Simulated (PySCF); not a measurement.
Heteronuclear NMR

Geometry (Å), atoms numbered from 1 in this order:
```xyz
16

C    -0.1361    0.9690    0.7722
C    -1.3065    0.4136   -0.0370
C    -1.0359   -1.0525   -0.3775
O     0.1713   -1.2148   -1.0860
C     1.2772   -0.7558   -0.3431
C     1.1594    0.7301   -0.0008
H    -0.0842    0.4564    1.7362
H    -0.2757    2.0343    0.9643
H    -2.2393    0.4934    0.5226
H    -1.4091    0.9789   -0.9649
H    -1.0031   -1.6451    0.5515
H    -1.8162   -1.4565   -1.0260
H     1.3686   -1.3408    0.5868
H     2.1530   -0.9478   -0.9665
H     2.0259    1.0407    0.5845
H     1.1429    1.3058   -0.9279
```

- shielding tensors at PBE0/pcSseg-1 (GIAO)
- GFN2-xTB structure
- run in PySCF 2.14
- fast rotation and ring inversion assumed for equivalent nuclei, in vacuum, one computed conformer, relativity neglected

Problem. What are the 17O shifts?

Solution. 
| atoms | environment | σ (ppm) | δ (ppm) |
| --- | --- | --- | --- |
| O4 | ether oxygen | 283.3 | 8.7 |

Shieldings were converted by a linear fit to measured shifts: 17O (scatter 10.7 ppm rms, 12.2 ppm with the 3 outliers that the fit left out vs liquid water, solution or neat liquid). Occasional misses reach two or three times the rms, and more in compound classes unlike the fitted ones.

On a 600 MHz spectrometer 17O resonates near 81.3 MHz, so 1 ppm is 81.3 Hz.
